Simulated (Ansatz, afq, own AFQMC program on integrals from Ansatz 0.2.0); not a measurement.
Integrals from Ansatz 0.2.0, then the random walk in our own AFQMC program (afq).

```yaml
crystal:
  periodic: [false, false, false]
  atoms:
    - {symbol: Cl, position_ang: [-1.830100, 0.456700, -1.029900]}
basis:
  gaussian: {orbitals: def2-TZVP}
magnetization: {spin_polarized: true, initial_magnetization: 1}
correlation: {method: ccsd_t, electrons: outside_noble_gas, hamiltonian_folder: ham}
```

```sh
$ ansatz run in.yaml --threads 1 --pin off --events-out ev --progress --plain --max-ram 24576MiB --backend cuda --devices 0, --max-vram 18GiB
```

Options of the walk:

```
--method phaseless --trial hf --walkers 4000 --populations 20 --least-time 40 --time-step 0.005 --steps-per-block 20 --equilibration-blocks 112 --max-blocks 4000 --target-error 0.00048 --factor-cut 1e-05 --start spin_pure --seed 8202 --taylor-order 6
```

Times are imaginary, in 1/Eh. The walk had a cap of 49 s. With eight or more populations the least sampling time is a fifth of least-time, and the error comes from their spread.

Log:

```
orbitals 32  electrons 4 3  factors 204 of 208
reference energy -459.47680991 Eh
CCSD correlation -0.17950386 Eh in 7 cycles, weight of the determinant in the CISD state 0.9291
energy of the start -459.476963 Eh
 block  time / (1/Eh)  mean weight  energy / Eh
     1     0.100  1.0010  -459.521719
     2     0.200  1.0013  -459.553427
     3     0.300  1.0012  -459.576066
     4     0.400  1.0011  -459.593502
     5     0.500  1.0010  -459.608493
    10     1.000  1.0004  -459.643044
    41     4.100  1.0000  -459.665629
    49     4.900  1.0000  -459.663386
    89     8.900  0.9999  -459.661171
   129    12.900  0.9999  -459.659355
   169    16.900  1.0001  -459.655535
   209    20.900  0.9997  -459.664231
   249    24.900  1.0002  -459.662149
   289    28.900  0.9995  -459.659935
   329    32.900  1.0000  -459.657596
error from the spread of 20 populations
energy -459.659756 +/- 0.000460 Eh
(rows thinned)
```

The run passed its tests (sampling time, drift between the halves within three errors, error under three times the target), which doesn't prove that it has relaxed.

Against this walk (error 12.5 meV) on the same determinant: CCSD(T) 61.0 meV lower, CCSDT(Q) 84.1 meV lower, CCSDTQ 84.4 meV lower, a separate phaseless walk with a CISD trial and standard settings 73.9 ± 12.6 meV lower. The error is statistical and leaves out the bias of the constraint. CCSDTQ is the surest value here, so the walk's 84 meV above it is most likely the bias of the constraint with this trial, which can have either sign.

Cautions: constraint bias not in the error.

The walk took 36 s on 2 threads of a server CPU with a shared H100 80 GB, shared host (the card was shared). The log's last line is the phaseless energy.

CCSDT and higher add their correlation energy to the determinant of the CCSD(T) run, since their own runs factorise the integrals more tightly (a shift of under 2 meV). A walk keeps the symmetry of its determinant, which the program's search chose and which needn't be the lowest solution, so a lower state of the same spin and another symmetry isn't excluded.
